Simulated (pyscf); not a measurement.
Single points on ωB97X-D3(BJ)/def2-SVP structures (PySCF, gas phase).

**Question.** How much does it cost (ΔH, 298 K, ωB97M-D3(BJ)/def2-TZVP) to split H₂N–Hf(NH₂)(Cl)–Cl at its Hf–N bond into NH₂• + [H₂N–Hf(Cl)–Cl]•?

**Answer.** Hf–N to NH₂• + [H₂N–Hf(Cl)–Cl]•: 103.8 kcal/mol. The 7 functionals that were run give +99.2 (r²SCAN) to +108.0 kcal/mol (ωB97X-D3(BJ)). The radicals are drawn with the spin at the cut bond; how far it spreads was not checked. Other isomers of [H₂N–Hf(Cl)–Cl]• were not searched in full and may lie lower. Open-shell species with a d-block atom are single-reference here; other states, and whether the spin sits on metal or ligand, were not checked. Elements past Kr carry the def2 core potentials, without spin-orbit coupling.
